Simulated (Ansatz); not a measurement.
Base system: BAs in the zinc blende structure (space group F-43m, No. 216).

```xyz
2
Lattice="0.0000 2.3920 2.3920 2.3920 0.0000 2.3920 2.3920 2.3920 0.0000" Properties=species:S:1:pos:R:3 pbc="T T T"
As     3.5879     3.5879     3.5879
B      0.0000     0.0000     0.0000
```

All numbers come from Kohn–Sham DFT with the r2SCAN functional, run in Ansatz (an electronic-structure program) with PAW and 500 eV plane waves, no spin-orbit coupling.

One thing is altered: Ga takes the place of B on all its sites, then cell and atoms are relaxed.

Measured lattice parameter a: BAs 4.777 Å (room temperature; as listed in M J Lucero, T M Henderson, G E Scuseria, Journal of Physics Condensed Matter (2012)); GaAs 5.64 Å (static lattice; corrected from measurement; as listed in Daniel Mejia-Rodriguez, S. B. Trickey, Phys. Rev. B (2018)).

Task: How well does r2SCAN reproduce the measured shift?

Result: With r2SCAN the lattice parameter a moves by +0.883 Å (4.784 → 5.667) against +0.863 Å measured. The two measured values stand on different bases (one corrected, one not), which blurs small differences.

Whether these cells are dynamically stable was not tested.
